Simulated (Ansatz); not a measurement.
# CH7NSi: the cost of one run

All numbers below are computed with Ansatz 0.2.0 (RKS PBE0/def2-mTZVP).

### Step 1. The system as given

Bond lengths: Si1–N2 2.121 Å, Si1–C3 1.847 Å, Si1–H5 1.462 Å, Si1–H6 1.460 Å, N2–H7 1.014 Å, N2–H8 1.016 Å, C3–H9 1.085 Å, C3–H10 1.085 Å. Angles: Si1–N2–H7 114.1°, Si1–N2–H8 117.2°, H7–N2–H8 106.2°, N2–Si1–C3 77.6°, N2–Si1–H5 105.6°, N2–Si1–H6 104.8°, C3–Si1–H5 124.1°, C3–Si1–H6 123.5°, H5–Si1–H6 109.7°, Si1–C3–H9 117.1°, Si1–C3–H10 116.7°, H9–C3–H10 108.6°.

Coordinates:

```xyz
10

Si   -0.9628    0.0335    0.3798
N     0.9365    0.9615    0.2117
C    -0.0195   -1.1794   -0.6453
H     0.9760   -0.2251   -0.4420
H    -1.9204    0.9951   -0.1630
H    -1.1781   -0.1194    1.8161
H     0.9347    1.8102   -0.3428
H     1.4213    1.1874    1.0752
H     0.1553   -2.1603   -0.2158
H    -0.3429   -1.3036   -1.6738
```

### Step 2. A restrained relaxation towards end A

Springs on the bonds that form and break draw the guess towards this end; the thresholds are loose.

The input, input.yaml:

```yaml
crystal:
  periodic: [false, false, false]
  atoms:
    - { symbol: Si, position_ang: [-0.9628, 0.0335, 0.3798] }
    - { symbol: "N", position_ang: [0.9365, 0.9615, 0.2117] }
    - { symbol: C, position_ang: [-0.0195, -1.1794, -0.6453] }
    - { symbol: H, position_ang: [0.976, -0.2251, -0.442] }
    - { symbol: H, position_ang: [-1.9204, 0.9951, -0.163] }
    - { symbol: H, position_ang: [-1.1781, -0.1194, 1.8161] }
    - { symbol: H, position_ang: [0.9347, 1.8102, -0.3428] }
    - { symbol: H, position_ang: [1.4213, 1.1874, 1.0752] }
    - { symbol: H, position_ang: [0.1553, -2.1603, -0.2158] }
    - { symbol: H, position_ang: [-0.3429, -1.3036, -1.6738] }
basis:
  gaussian: { orbitals: def2-mTZVP }
hamiltonian:
  xc: pbe0
relax:
  f_tol: 0.15
  max_steps: 25
  restrain:
    - { distance: [3, 1], at: 2.32, k: 30.0 }
    - { distance: [0, 1], at: 1.82, k: 30.0 }
    - { distance: [3, 2], at: 1.07, k: 30.0 }
```

On the command line:

```
$ ansatz run input.yaml --threads 2 --pin off --max-ram 3072MiB --backend cpu --events-out ev --progress --plain --runs-dir out
```

Q: Estimate wall time and peak memory on 2 threads of AMD EPYC 9R45 (Zen 5), shared host.

About 8.3 s, with a peak of 0.17 GiB.
